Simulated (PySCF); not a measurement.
CH4: PBE0 against B3LYP

Base calculation in PySCF with density fitting and no spin–orbit coupling, PBE0/def2-TZVP (no relativity): singlet, Td, C–H 1.090 Å (×4); wavenumbers 1327 (×3), 1552 (×2), 3049, 3170 (×3) cm⁻¹; gap between the highest occupied and lowest empty levels 12.68 eV, polar-tensor charge of C -0.03 e, atomisation energy (no zero-point energy) 1745 kJ/mol.

Problem. What changes on going to B3LYP/def2-TZVP (no relativity)?

Solution. The point group stays the same. Changes: mean bond to C -0.001 Å, highest wavenumber -33 cm⁻¹, lowest wavenumber +15 cm⁻¹, gap between the highest occupied and lowest empty levels -0.61 eV, polar-tensor charge of C +0.03 e, atomisation energy (no zero-point energy) +13 kJ/mol. The new structure has C–H 1.089 Å (×4), with wavenumbers 1342 (×3), 1557 (×2), 3034, 3137 (×3) cm⁻¹.

The structures come from searches over a few start shapes, so lower isomers are not excluded.
